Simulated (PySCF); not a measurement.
**AlH3 (SMILES [AlH3]): NEVPT2(6,6)/def2-SVP**

Aim: the vertical ionisation energy of AlH3 at NEVPT2(6,6)/def2-SVP, from 2 runs. The job is set up through a Python script.

The results are computed with PySCF 2.14.0.

## (1) The structure to begin with

The species is AlH3 (4 atoms), meant as a singlet with charge 0. SMILES: `[AlH3]`. The shape is that of a PBE0-D4/def2-TZVP optimisation.

Bond lengths: Al1–H2 1.586 Å, Al1–H3 1.586 Å, Al1–H4 1.586 Å. Angles: H2–Al1–H3 120.0°, H2–Al1–H4 120.0°, H3–Al1–H4 120.0°.

## (2) A single-point energy at NEVPT2(6,6)/def2-SVP

The input, run.py:

```python
import numpy
from pyscf import gto, scf, mp, mcscf, mrpt

mol = gto.M(
    atom=[
    ('Al', (0.013700, -0.014800, -0.005100)),
    ('H', (0.633200, 0.670900, 1.283600)),
    ('H', (-1.340800, -0.832000, 0.105100)),
    ('H', (0.749400, 0.115700, -1.403900)),
],
    basis='def2-svp',
    max_memory=1860,
    charge=0,
    verbose=4,
)

mf = mol.RHF()
mf.conv_tol = 1e-10
mf.kernel()
if not mf.converged:
    mf = mf.newton().run(mf.mo_coeff, mf.mo_occ)

pt = mp.MP2(scf.addons.convert_to_uhf(mf)).run()
noons, natorbs = mcscf.addons.make_natural_orbitals(pt)
print('natural occupations', numpy.round(noons[:40], 4))
cas = mcscf.CASSCF(mf, 6, 6)
cas.fix_spin_(ss=0.0)
cas.natorb = True
cas.kernel(natorbs)
e_pt2 = mrpt.NEVPT(cas).kernel()
e_final = cas.e_tot + e_pt2
print(f'total energy: {e_final:.8f} hartree')
```

On the command line:

```bash
$ OMP_NUM_THREADS=1 python run.py
```

What it wrote:

```text
PySCF version 2.14.0

[INPUT] num. atoms = 4
[INPUT] num. electrons = 16
[INPUT] charge = 0
[INPUT] spin (= nelec alpha-beta = 2S) = 0
[INPUT] symmetry False subgroup None
[INPUT] Mole.unit = angstrom
[INPUT] Symbol           X                Y                Z      unit          X                Y                Z       unit  Magmom
[INPUT]  1 Al     0.013700000000  -0.014800000000  -0.005100000000 AA    0.025889247907  -0.027967946644  -0.009637603235 Bohr   0.0
[INPUT]  2 H      0.633200000000   0.670900000000   1.283600000000 AA    1.196574582075   1.267817256971   2.425652453492 Bohr   0.0
[INPUT]  3 H     -1.340800000000  -0.832000000000   0.105100000000 AA   -2.533744787817  -1.572252135638   0.198610215692 Bohr   0.0
[INPUT]  4 H      0.749400000000   0.115700000000  -1.403900000000 AA    1.416160757749   0.218641312612  -2.652986506277 Bohr   0.0

nuclear repulsion = 13.5921908213783
number of shells = 17
number of NR pGTOs = 57
number of NR cGTOs = 33
basis = def2-svp
ecp = {}

******** <class 'pyscf.scf.hf.RHF'> ********
method = RHF
initial guess = minao
damping factor = 0
level_shift factor = 0
DIIS = <class 'pyscf.scf.diis.CDIIS'>
diis_start_cycle = 1
diis_space = 8
diis_damp = 0
SCF conv_tol = 1e-10
SCF conv_tol_grad = None
SCF max_cycles = 50
direct_scf = True
direct_scf_tol = 1e-13
Set gradient conv threshold to 1e-05
Initial guess from minao.
init E= -243.148688555226
  HOMO = -0.33458286587313  LUMO = -0.00488325221503194  gap/eV = 8.97158
cycle= 1 E= -243.54143956039  delta_E= -0.393  |g|= 0.162  |ddm|= 1.51
  HOMO = -0.436855479172292  LUMO = 0.0269386924543524  gap/eV = 12.62048
cycle= 2 E= -243.554952804493  delta_E= -0.0135  |g|= 0.0362  |ddm|= 0.251
  HOMO = -0.430396022841653  LUMO = 0.038228310203626  gap/eV = 12.75192
cycle= 3 E= -243.555849503748  delta_E= -0.000897  |g|= 0.0049  |ddm|= 0.0917
  HOMO = -0.431522192911756  LUMO = 0.036977368775525  gap/eV = 12.74852
cycle= 4 E= -243.555866970609  delta_E= -1.75e-05  |g|= 0.000468  |ddm|= 0.0146
  HOMO = -0.431662326637124  LUMO = 0.0368128218886303  gap/eV = 12.74786
cycle= 5 E= -243.555867121924  delta_E= -1.51e-07  |g|= 3.22e-05  |ddm|= 0.00151
  HOMO = -0.431665162846391  LUMO = 0.0368131802190499  gap/eV = 12.74795
cycle= 6 E= -243.555867122471  delta_E= -5.48e-10  |g|= 3.92e-06  |ddm|= 5.71e-05
  HOMO = -0.431665108712225  LUMO = 0.0368132236212024  gap/eV = 12.74794
cycle= 7 E= -243.555867122484  delta_E= -1.3e-11  |g|= 6.46e-07  |ddm|= 1.11e-05
  HOMO = -0.431665142367996  LUMO = 0.0368132321029786  gap/eV = 12.74795
Extra cycle  E= -243.555867122486  delta_E= -1.42e-12  |g|= 2.2e-07  |ddm|= 2.04e-06
converged SCF energy = -243.555867122486

******** <class 'pyscf.mp.ump2.UMP2'> ********
nocc = (np.int64(8), np.int64(8)), nmo = (33, 33)
E(UMP2) = -243.640248565161  E_corr = -0.0843814426754028
E(SCS-UMP2) = -243.651608947997  E_corr = -0.0957418255110365
E_corr(same-spin) = -0.00636450657628483
E_corr(oppo-spin) = -0.078016936099118
natural occupations [2.0000e+00 1.9998e+00 1.9994e+00 1.9994e+00 1.9994e+00 1.9794e+00
 1.9763e+00 1.9763e+00 1.3300e-02 8.6000e-03 8.6000e-03 5.5000e-03
 5.3000e-03 5.3000e-03 4.0000e-03 3.3000e-03 3.3000e-03 2.9000e-03
 2.9000e-03 1.6000e-03 8.0000e-04 6.0000e-04 6.0000e-04 5.0000e-04
 4.0000e-04 4.0000e-04 4.0000e-04 4.0000e-04 4.0000e-04 2.0000e-04
 1.0000e-04 1.0000e-04 1.0000e-04]

******** <class 'pyscf.mcscf.mc1step.CASSCF'> ********
CAS (3e+3e, 6o), ncore = 5, nvir = 22
max_cycle_macro = 50
max_cycle_micro = 4
conv_tol = 1e-07
conv_tol_grad = None
orbital rotation max_stepsize = 0.02
orbital rotation threshold for CI restart = 0.01
augmented hessian ah_max_cycle = 30
augmented hessian ah_conv_tol = 1e-12
augmented hessian ah_linear dependence = 1e-14
augmented hessian ah_level shift = 1e-08
augmented hessian ah_start_tol = 2.5
augmented hessian ah_start_cycle = 3
augmented hessian ah_grad_trust_region = 3
kf_trust_region = 3
kf_interval = 4
ci_response_space = 4
ci_grad_trust_region = 3
with_dep4 0
natorb = True
canonicalization = True
sorting_mo_energy = False
ao2mo_level = 2
internal_rotation = False
******** <class 'pyscf.fci.addons.SpinPenaltyFCISolver'> ********
max. cycles = 50
conv_tol = 1e-08
davidson only = True
linear dependence = 1e-12
level shift = 0.001
max iter space = 12
nroots = 1
pspace_size = 400
spin = None
CASCI E = -243.590621195983  S^2 = 0.0000000
Set conv_tol_grad to 0.000316228
macro iter   1 ( 18 JK    4 micro), CASSCF E = -243.596458509049  dE = -5.83731307e-03  S^2 = 0.0000000
               |grad[o]|=0.0397  |grad[c]|=0.0123  |ddm|=0.00669  |maxRot[o]|=0.235
macro iter   2 ( 10 JK    4 micro), CASSCF E = -243.596513765812  dE = -5.52567629e-05  S^2 = 0.0000000
               |grad[o]|=0.00281  |grad[c]|=0.000498  |ddm|=0.000981  |maxRot[o]|=0.00859
macro iter   3 (  7 JK    3 micro), CASSCF E = -243.596526706762  dE = -1.29409505e-05  S^2 = 0.0000000
               |grad[o]|=0.00119  |grad[c]|=8.13e-05  |ddm|=6.27e-05  |maxRot[o]|=0.00618
macro iter   4 (  3 JK    1 micro), CASSCF E = -243.596526976147  dE = -2.69384714e-07  S^2 = 0.0000000
               |grad[o]|=0.000168  |grad[c]|=3.78e-05  |ddm|=1.77e-05  |maxRot[o]|=0.0011
macro iter   5 (  1 JK    1 micro), CASSCF E = -243.596526976149  dE = -1.73372428e-12  S^2 = 0.0000000
               |grad[o]|=1.75e-05  |grad[c]|=1.83e-06  |ddm|=9.11e-07  |maxRot[o]|=    0
1-step CASSCF converged in   5 macro ( 39 JK  13 micro) steps
CASSCF canonicalization
Natural occ [1.98505216 1.97560552 1.97560322 0.03219985 0.01577068 0.01576857]
Natural orbital (expansion on meta-Lowdin AOs) in CAS space
               #1        #2        #3        #4        #5
0 Al 1s          0.00509  -0.00000   0.00000  -0.00117   0.00000
0 Al 2s          0.02102  -0.00000   0.00000  -0.01012   0.00000
0 Al 3s         -0.69850   0.00004  -0.00008   0.70658  -0.00006
0 Al 4s          0.04405  -0.00000  -0.00000   0.01217   0.00000
0 Al 2px         0.00000  -0.00657   0.00308   0.00000  -0.00040
0 Al 2py        -0.00000  -0.00469   0.00007  -0.00000  -0.00005
0 Al 2pz         0.00000  -0.00260  -0.00790   0.00000   0.00085
0 Al 3px         0.00002   0.46445  -0.21784  -0.00006   0.31639
0 Al 3py         0.00007   0.33184  -0.00503   0.00019   0.04014
0 Al 3pz        -0.00006   0.18406   0.55877  -0.00008  -0.67092
0 Al 4px        -0.00000  -0.05820   0.02730   0.00001  -0.05432
0 Al 4py        -0.00001  -0.04159   0.00063  -0.00003  -0.00689
0 Al 4pz         0.00001  -0.02307  -0.07002   0.00002   0.11520
0 Al 3dxy       -0.02477  -0.02265   0.01961   0.04030  -0.05536
0 Al 3dyz       -0.00930   0.02544   0.02308   0.01513  -0.05413
0 Al 3dz^2      -0.01468   0.04548  -0.02670   0.02392   0.07857
0 Al 3dxz        0.00578   0.02119   0.04870  -0.00942  -0.12099
0 Al 3dx2-y2    -0.01221  -0.01810  -0.00217   0.01987   0.00171
1 H 1s          -0.41097   0.51224   0.39593  -0.39827   0.26207
1 H 2s           0.01534   0.00121   0.00094   0.08508  -0.10443
1 H 2px          0.00796  -0.01339  -0.00463   0.00053  -0.01017
1 H 2py          0.00881  -0.01301  -0.00746   0.00063  -0.00079
1 H 2pz          0.01655  -0.02010  -0.01967   0.00114   0.02388
2 H 1s          -0.41102  -0.59901   0.24555  -0.39824   0.21883
2 H 2s           0.01534  -0.00142   0.00058   0.08508  -0.08721
2 H 2px         -0.01740  -0.02707   0.01137  -0.00122  -0.01169
2 H 2py         -0.01050  -0.01685   0.00561  -0.00070  -0.00198
2 H 2pz          0.00142   0.00000  -0.00629   0.00010   0.02283
3 H 1s          -0.41086   0.08685  -0.64163  -0.39831  -0.48082
3 H 2s           0.01534   0.00021  -0.00153   0.08509   0.19158
3 H 2px          0.00945  -0.00638   0.01523   0.00063  -0.01194
3 H 2py          0.00167  -0.00361   0.00237   0.00014  -0.00152
3 H 2pz         -0.01796   0.00154  -0.03038  -0.00123   0.02498
               #6
0 Al 1s         -0.00000
0 Al 2s         -0.00000
0 Al 3s          0.00003
0 Al 4s          0.00000
0 Al 2px         0.00070
0 Al 2py         0.00052
0 Al 2pz         0.00036
0 Al 3px        -0.55103
0 Al 3py        -0.40910
0 Al 3pz        -0.28433
0 Al 4px         0.09461
0 Al 4py         0.07024
0 Al 4pz         0.04882
0 Al 3dxy        0.05418
0 Al 3dyz       -0.07054
0 Al 3dz^2      -0.11154
0 Al 3dxz       -0.06502
0 Al 3dx2-y2     0.04721
1 H 1s           0.40392
1 H 2s          -0.16097
1 H 2px          0.01954
1 H 2py          0.01475
1 H 2pz          0.01138
2 H 1s          -0.42892
2 H 2s           0.17093
2 H 2px          0.02058
2 H 2py          0.01508
2 H 2pz          0.00948
3 H 1s           0.02495
3 H 2s          -0.00994
3 H 2px          0.01875
3 H 2py          0.01388
3 H 2pz          0.00953
<CAS-nat-orb|mo-hf>  6      6       -0.99991368
<CAS-nat-orb|mo-hf>  7      7       -0.99376792
<CAS-nat-orb|mo-hf>  8      8       -0.99376790
<CAS-nat-orb|mo-hf>  9      10       0.56061181
<CAS-nat-orb|mo-hf>  9      13       0.59866389
<CAS-nat-orb|mo-hf>  9      22      -0.51894727
<CAS-nat-orb|mo-hf>  10     11      -0.60830246
<CAS-nat-orb|mo-hf>  10     23      -0.63077088
<CAS-nat-orb|mo-hf>  11     12       0.60826891
<CAS-nat-orb|mo-hf>  11     24      -0.63079606
CASSCF energy = -243.596526976149
CASCI E = -243.596526976149  E(CI) = -7.26314911666739  S^2 = 0.0000000

******** <class 'pyscf.mrpt.nevpt2.NEVPT'> ********
NEVPT2 (3e+3e, 6o), ncore = 5, nvir = 22
root = 0
Natural occ [1.98505216 1.97560552 1.97560322 0.03219985 0.01577068 0.01576857]
Natural orbital (expansion on meta-Lowdin AOs) in CAS space
               #1        #2        #3        #4        #5
0 Al 1s          0.00509  -0.00000   0.00000  -0.00117   0.00000
0 Al 2s          0.02102  -0.00000   0.00000  -0.01012   0.00000
0 Al 3s         -0.69850   0.00004  -0.00008   0.70658  -0.00006
0 Al 4s          0.04405  -0.00000  -0.00000   0.01217   0.00000
0 Al 2px         0.00000  -0.00657   0.00308   0.00000  -0.00040
0 Al 2py        -0.00000  -0.00469   0.00007  -0.00000  -0.00005
0 Al 2pz         0.00000  -0.00260  -0.00790   0.00000   0.00085
0 Al 3px         0.00002   0.46445  -0.21784  -0.00006   0.31639
0 Al 3py         0.00007   0.33184  -0.00503   0.00019   0.04014
0 Al 3pz        -0.00006   0.18406   0.55877  -0.00008  -0.67092
0 Al 4px        -0.00000  -0.05820   0.02730   0.00001  -0.05432
0 Al 4py        -0.00001  -0.04159   0.00063  -0.00003  -0.00689
0 Al 4pz         0.00001  -0.02307  -0.07002   0.00002   0.11520
0 Al 3dxy       -0.02477  -0.02265   0.01961   0.04030  -0.05536
0 Al 3dyz       -0.00930   0.02544   0.02308   0.01513  -0.05413
0 Al 3dz^2      -0.01468   0.04548  -0.02670   0.02392   0.07857
0 Al 3dxz        0.00578   0.02119   0.04870  -0.00942  -0.12099
0 Al 3dx2-y2    -0.01221  -0.01810  -0.00217   0.01987   0.00171
1 H 1s          -0.41097   0.51224   0.39593  -0.39827   0.26207
1 H 2s           0.01534   0.00121   0.00094   0.08508  -0.10443
1 H 2px          0.00796  -0.01339  -0.00463   0.00053  -0.01017
1 H 2py          0.00881  -0.01301  -0.00746   0.00063  -0.00079
1 H 2pz          0.01655  -0.02010  -0.01967   0.00114   0.02388
2 H 1s          -0.41102  -0.59901   0.24555  -0.39824   0.21883
2 H 2s           0.01534  -0.00142   0.00058   0.08508  -0.08721
2 H 2px         -0.01740  -0.02707   0.01137  -0.00122  -0.01169
2 H 2py         -0.01050  -0.01685   0.00561  -0.00070  -0.00198
2 H 2pz          0.00142   0.00000  -0.00629   0.00010   0.02283
3 H 1s          -0.41086   0.08685  -0.64163  -0.39831  -0.48082
3 H 2s           0.01534   0.00021  -0.00153   0.08509   0.19158
3 H 2px          0.00945  -0.00638   0.01523   0.00063  -0.01194
3 H 2py          0.00167  -0.00361   0.00237   0.00014  -0.00152
3 H 2pz         -0.01796   0.00154  -0.03038  -0.00123   0.02498
               #6
0 Al 1s         -0.00000
0 Al 2s         -0.00000
0 Al 3s          0.00003
0 Al 4s          0.00000
0 Al 2px         0.00070
0 Al 2py         0.00052
0 Al 2pz         0.00036
0 Al 3px        -0.55103
0 Al 3py        -0.40910
0 Al 3pz        -0.28433
0 Al 4px         0.09461
0 Al 4py         0.07024
0 Al 4pz         0.04882
0 Al 3dxy        0.05418
0 Al 3dyz       -0.07054
0 Al 3dz^2      -0.11154
0 Al 3dxz       -0.06502
0 Al 3dx2-y2     0.04721
1 H 1s           0.40392
1 H 2s          -0.16097
1 H 2px          0.01954
1 H 2py          0.01475
1 H 2pz          0.01138
2 H 1s          -0.42892
2 H 2s           0.17093
2 H 2px          0.02058
2 H 2py          0.01508
2 H 2pz          0.00948
3 H 1s           0.02495
3 H 2s          -0.00994
3 H 2px          0.01875
3 H 2py          0.01388
3 H 2pz          0.00953
<CAS-nat-orb|mo-hf>  6      6       -0.99991368
<CAS-nat-orb|mo-hf>  7      7       -0.99376792
<CAS-nat-orb|mo-hf>  8      8       -0.99376790
<CAS-nat-orb|mo-hf>  9      10       0.56061181
<CAS-nat-orb|mo-hf>  9      13       0.59866389
<CAS-nat-orb|mo-hf>  9      22      -0.51894727
<CAS-nat-orb|mo-hf>  10     11      -0.60830246
<CAS-nat-orb|mo-hf>  10     23      -0.63077088
<CAS-nat-orb|mo-hf>  11     12       0.60826891
<CAS-nat-orb|mo-hf>  11     24      -0.63079606
Sr    (-1)',   E = -0.00462942975081
Si    (+1)',   E = -0.00006759667310
Sijrs (0)  ,   E = -0.00320294864930
Sijr  (+1) ,   E = -0.00243015007640
Srsi  (-1) ,   E = -0.00173424776187
Srs   (-2) ,   E = -0.03294867869163
Sij   (+2) ,   E = -0.00042919342375
Sir   (0)' ,   E = -0.00071855327969
Nevpt2 Energy = -0.046160798306548
total energy: -243.64268777 hartree
```

It took 2.1 s on 1 thread of Arm Neoverse V1, shared host; peak memory 0.12 GiB.

## (3) The doublet cation at the same level

The input, start.xyz:

```xyz
4
AlH3
Al     0.013700    -0.014800    -0.005100
H      0.633200     0.670900     1.283600
H     -1.340800    -0.832000     0.105100
H      0.749400     0.115700    -1.403900
```

The input, run.py:

```python
import numpy
from pyscf import gto, scf, mp, mcscf, mrpt

mol = gto.M(
    atom='start.xyz',
    spin=1,
    verbose=3,
    charge=1,
    basis='def2-svp',
    max_memory=1860,
)

mf = scf.ROHF(mol)
mf.conv_tol = 1e-10
mf.kernel()
if not mf.converged:
    mf = mf.newton().run(mf.mo_coeff, mf.mo_occ)

pt = mp.MP2(scf.addons.convert_to_uhf(mf)).run()
noons, natorbs = mcscf.addons.make_natural_orbitals(pt)
print('natural occupations', numpy.round(noons[:40], 4))
cas = mcscf.CASSCF(mf, 6, 5)
cas.fix_spin_(ss=0.75)
cas.natorb = True
cas.kernel(natorbs)
e_pt2 = mrpt.NEVPT(cas).kernel()
energy = cas.e_tot + e_pt2
print('E = %.10f Eh' % energy)
```

On the command line:

```bash
$ OMP_NUM_THREADS=1 python run.py
```

What it wrote:

```text
converged SCF energy = -243.158201893893
E(UMP2) = -243.222455122608  E_corr = -0.0642532287150838
E(SCS-UMP2) = -243.230817384877  E_corr = -0.0726154909841344
natural occupations [2.0000e+00 1.9998e+00 1.9995e+00 1.9994e+00 1.9994e+00 1.9766e+00
 1.9726e+00 1.0003e+00 1.3200e-02 9.5000e-03 5.2000e-03 4.9000e-03
 4.2000e-03 3.4000e-03 3.1000e-03 2.0000e-03 1.3000e-03 1.1000e-03
 8.0000e-04 7.0000e-04 5.0000e-04 4.0000e-04 4.0000e-04 4.0000e-04
 3.0000e-04 3.0000e-04 1.0000e-04 1.0000e-04 1.0000e-04 1.0000e-04
 1.0000e-04 1.0000e-04 0.0000e+00]
CASSCF energy = -243.203926773117
CASCI E = -243.203926773117  E(CI) = -6.86808702304364  S^2 = 0.7500000
Sr    (-1)',   E = -0.00753162959403
Si    (+1)',   E = -0.00014900762824
Sijrs (0)  ,   E = -0.00328055633030
Sijr  (+1) ,   E = -0.00250756281772
Srsi  (-1) ,   E = -0.00136339112943
Srs   (-2) ,   E = -0.01862671764656
Sij   (+2) ,   E = -0.00044509106099
Sir   (0)' ,   E = -0.00094120859530
Nevpt2 Energy = -0.034845164802554
E = -243.2387719379 Eh
```

It took 2.3 s on 1 thread of Arm Neoverse V1, shared host; peak memory 0.12 GiB.

## (4) Outcome

At NEVPT2(6,6)/def2-SVP:

| quantity | value |
| --- | --- |
| singlet AlH3: total energy | -243.64269 Eh |
| singlet AlH3: dipole moment (Hartree–Fock density) | 0.00 D |
| singlet AlH3: HOMO energy (Hartree–Fock orbitals) | -11.75 eV |
| singlet AlH3: LUMO energy (Hartree–Fock orbitals) | 1.00 eV |
| singlet AlH3: HOMO–LUMO gap (Hartree–Fock orbitals) | 12.75 eV |
| doublet cation: total energy | -243.23877 Eh |
| vertical ionisation energy (to the doublet cation) | 10.991 eV |

**Reading.** Removing an electron at fixed nuclei costs 10.99 eV (253 kcal/mol). Mulliken charges (singlet AlH3) of the mean-field density run from -0.26 on H2 to +0.78 on Al1. Mulliken charges (doublet cation) of the mean-field density run from -0.06 on H2 to +0.91 on Al1.
